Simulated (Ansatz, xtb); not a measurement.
Relaxing a trial structure of CHO+

The starting geometry of this gas-phase singlet has its atoms placed at random.

```xyz
3

C    -0.6201   -0.7257   -0.5234
O    -0.1537    0.8794   -0.8449
H    -0.8724    0.0716    0.5430
```

Task: One run relaxed it with r2SCAN-D4/def2-SVP. What is a likely outcome?

Result: It ends as a structure given below by its coordinates. Contacts that close: C1–O2 (1.70 → 1.11 Å), C1–H3 (1.36 → 1.11 Å).

The energy falls by 9.04 eV over 11 steps:

| step | E − E(last) (eV) |
| --- | --- |
| 1 | 9.035 |
| 2 | 4.791 |
| 3 | 3.231 |
| 4 | 2.713 |
| 5 | 1.858 |
| 7 | 0.321 |
| 8 | 0.005 |
| 9 | 0.000 |
| 10 | 0.000 |
| 11 | 0.000 |

Final geometry (Å):

```xyz
3

C    -0.5484    0.0753   -0.2757
O    -0.0971    0.4631   -1.2113
H    -1.0007   -0.3130    0.6617
```

From the same start GFN2-xTB reaches the same bonding as this run.

From so rough a start the end depends on the optimiser's path, so another program may land elsewhere. The end wasn't checked by frequencies. Run with Ansatz 0.2.0, 3.6 s on 1 thread of Intel(R) Xeon(R) 6975P-C (Granite Rapids), on a shared host.
